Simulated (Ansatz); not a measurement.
Predict the output of the script below (Ansatz's Python interface).

The script, `relaxed_scan.py`:
```python
# -*- coding: utf-8 -*-
import ansatz as az
import numpy as np

geometry_ang = [
    ("B", (-0.6465, -0.38, -0.5733)),
    ("C", (0.5187, 0.2016, 0.2486)),
    ("O", (-0.5532, 1.0461, -0.039)),
    ("H", (-1.2616, -1.3144, -0.6534)),
    ("H", (1.4348, 0.4561, -0.3468)),
    ("H", (0.5499, -0.0734, 1.3176)),
]
geometry = az.Crystal.molecule()
for symbol, xyz in geometry_ang:
    geometry = geometry.atom(symbol, xyz)

job = geometry.calculation().basis(gaussian="def2-SVP").functional("hf")
symbols = [site.symbol for site in geometry.cartesian_sites]
pairs = [(0, 1), (0, 2), (0, 3), (1, 2), (1, 4), (1, 5)]
print("held (A)   E (eV)        ", "  ".join(f"{symbols[i]}{i}-{symbols[j]}{j}" for i, j in pairs))
for length in [1.4, 1.53, 1.65, 1.83, 2.06]:
    r = job.relax(constraints=[az.DistanceConstraint((0, 2), at=length)], force_tolerance=0.02, max_steps=60).run().report
    xyz = np.array(r["positions_ang"])
    print(f"{length:6.2f} {r['free_energy_ev']:14.5f}  ", "  ".join(f"{np.linalg.norm(xyz[i] - xyz[j]):.3f}" for i, j in pairs))
```

Output of `python relaxed_scan.py`:
```text
held (A)   E (eV)         B0-C1  B0-O2  B0-H3  C1-O2  C1-H4  C1-H5
DeckWarning: relax.constraints: the input's atoms, or those drawn, lie off the distances that are held; a relaxation that starts there is brought onto them ahead of its first SCF, by positions alone, an atom by 6.29e-2 Å at the most. With the symmetry detection on, the symmetry is detected on the input's atoms as so [...]
  1.40    -3783.03404   1.515  1.400  1.183  1.456  1.086  1.086
  1.53    -3782.43467   1.517  1.530  1.180  1.444  1.088  1.088
  1.65    -3781.74261   1.521  1.650  1.179  1.432  1.091  1.091
  1.83    -3780.71893   1.532  1.830  1.177  1.412  1.094  1.094
  2.06    -3779.64057   1.566  2.060  1.178  1.378  1.099  1.099
```
(Warnings from the package without file and line, shortened, repeats left out.)

What to keep in mind:
- Total energies depend on the basis set; only differences at equal settings carry meaning.
- The energies are electronic: no zero-point or thermal terms, and the basis set is short of its limit.
- Wall time of the script: 21 s on 1 thread of Arm Neoverse V2, with other jobs on the host, peak memory 0.19 GiB.

(A comment or docstring line of the script was reworded after the run, the code is as it ran; lines on the test bed's own set-up are left out of the output.)
